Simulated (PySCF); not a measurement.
**The electron affinity along group 13**

All values are computed (PySCF 2.14, energy differences of UHF-based or UKS calculations, no spin-orbit coupling). Values in eV. The last column holds reference values (measured affinities from photodetachment; the arrow runs from anion to atom). Unmarked ones compare directly (S terms, centres of terms, or small fine structure); those marked * lie between the lowest fine-structure levels and include a spin-orbit shift.

| element | configurations | UHF | PBE | PBE0 | MP2 (valence) | SCS-MP2 (valence and next inner shell) | CCSD (valence) | reference |
| --- | --- | --- | --- | --- | --- | --- | --- | --- |
| B (def2-QZVPPD, non-relativistic) | [He] 2s2 2p2 → [He] 2s2 2p1 | -0.373 | 0.405 | 0.327 | 0.117 | -0.013 | 0.064 | 0.280 |
| Ga (def2-QZVPPD, non-relativistic) | [Ar] 3d10 4s2 4p2 → [Ar] 3d10 4s2 4p1 | -0.171 | 0.267 | 0.264 | 0.143 | 0.047 | 0.160 | 0.301 * |
| In (def2-QZVPPD with the def2 core potential (28 electrons), ECP) | [Kr] 4d10 5s2 5p2 → [Kr] 4d10 5s2 5p1 | 0.033 | 0.434 | 0.422 | 0.315 | 0.222 | 0.337 | 0.384 * |
| Tl (def2-QZVPPD with the def2 core potential (60 electrons), ECP) | [Xe] 4f14 5d10 6s2 6p2 → [Xe] 4f14 5d10 6s2 6p1 | -0.055 | 0.376 | 0.342 | 0.195 | 0.132 | 0.228 | 0.320 * |

Task: Fill in the row of Al (def2-QZVPPD, non-relativistic) ([Ne] 3s2 3p2 → [Ne] 3s2 3p1).

Result: UHF -0.067; PBE 0.432; PBE0 0.422; MP2 (valence) 0.282; SCS-MP2 (valence and next inner shell) 0.177; CCSD (valence) 0.292; reference 0.433 * (eV).

The highest occupied level of the anion is positive for B⁻ at PBE, PBE0; Al⁻ at PBE, PBE0; Ga⁻ at PBE, PBE0; In⁻ at PBE, PBE0; Tl⁻ at PBE, PBE0, so there the basis helps to hold the electron.

For Tl a determinant mixes LS terms or the coupling is close to jj, so these rows are model values.

"Valence" correlates the outer s and p shells and, in groups 3 to 12 and the f block, the outer d or f shell, open or full, or the next shell where the ion has no valence electron left; the wider scheme adds the next inner shell.
